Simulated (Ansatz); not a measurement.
**SiNS (doublet): the correlation ladder at a displaced geometry (v1), cc-pVDZ**

One table from this session's results is given with a row withheld; the runs are named, their logs left out.

Method: cc-pVDZ, core rule «outside noble gas», up to 11 orbitals frozen; program: Ansatz 0.2.0, Gaussian basis.

To be run: UHF; CCSD(T) on ROHF; CCSD(T) on UHF; BCCD(T) on ROHF; CISD; CCSDT(Q) on ROHF; CCSDT(Q) on UHF.

28 further runs of the same task are left out: 17 that didn't finish, 11 set aside as unsound or not needed.

## The system

The geometry is a PBE0/def2-TZVP stationary point (not a proven minimum) with its atoms shifted at random (size 0.040 Å).

3 atoms, charge 0, spin multiplicity 2.

Atoms are counted from 1 here; the program's logs count them from 0.

Bond lengths: S1–N2 1.564 Å, N2–Si3 1.551 Å. Angles: S1–N2–Si3 176.7°.

Set-up of the first run:

The input, in.yaml:

```yaml
crystal:
  periodic: [false, false, false]
  atoms:
    - {symbol: S, position_ang: [-0.015433, -0.009008, -1.558860]}
    - {symbol: N, position_ang: [-0.016266, -0.025151, 0.004687]}
    - {symbol: Si, position_ang: [0.031698, 0.034159, 1.554173]}
basis:
  gaussian: {orbitals: cc-pVDZ}
magnetization: {spin_polarized: true, initial_magnetization: 1}
hamiltonian: {xc: hf}
output: {orbitals: {seedname: orbitals}}
```

Command:

```bash
ansatz run in.yaml --threads 1 --pin off --events-out ev --progress --plain --max-ram 2393MiB
```

Among the steps run: UHF; CCSD(T) on ROHF; CCSD(T) on UHF; BCCD(T) on ROHF; CISD; CCSDT(Q) on ROHF; CCSDT(Q) on UHF.

One of the session's tables, all rows but one given; the rest of the session is left out.

| method | from RCCSDT(Q) (meV) |
| --- | --- |
| ROHF | +10919.9 |
| UHF | +10785.1 |
| RMP2 | +1164.0 |
| UMP2 | +1199.5 |
| CISD | +1780.8 |
| RCCSD | +545.7 |
| UCCSD | +544.0 |
| RCCSD(T) | +78.9 |
| UCCSD(T) | +82.2 |
| BCCD(T) | +78.9 |
| RCCSDT | +52.5 |
| UCCSDT | +53.0 |
| RCCSDT(Q) | 0 |
| UCCSDT(Q) | ? |

Estimate the missing values for UCCSDT(Q).

The run gave: from RCCSDT(Q) (meV): -8.4. In the column «from RCCSDT(Q) (meV)» it is the lowest.

Caveats from the session: Restricted and unrestricted rows rest on different reference determinants; where their highest levels disagree by more than a few hundredths of an eV, they describe different states and don't form one ladder.
